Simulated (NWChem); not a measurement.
**PH3 (SMILES P): name the method**

PH3: 4 atoms, total charge 0, spin state singlet. As SMILES, `P`. The shape is that of a PBE0-D4/def2-TZVP optimisation.

```xyz
4

P     0.3460   -0.3265   -0.3328
H     0.6309   -0.0340    1.0270
H    -1.0055   -0.6630   -0.0572
H     0.0287    1.0235   -0.6369
```

Orbital energies are those of the mean-field step.

A calculation with NWChem 7.3.0 gave:

```
total energy  : -340.7038 Eh
dipole moment : 1.17 D
HOMO energy   : -10.57 eV
LUMO energy   : 4.84 eV
HOMO–LUMO gap : 15.41 eV
largest force : 0.379 eV/Å
```

**Question.** Which of these levels gave the numbers?
A. B3LYP/6-31G* (Cartesian functions)
B. HF/3-21G
C. HF/def2-SVP
D. MP2/def2-SVP

**Answer.** B. The others give -342.4965 Eh (MP2/def2-SVP), -343.1402 Eh (B3LYP/6-31G* (Cartesian functions)), -342.3635 Eh (HF/def2-SVP).
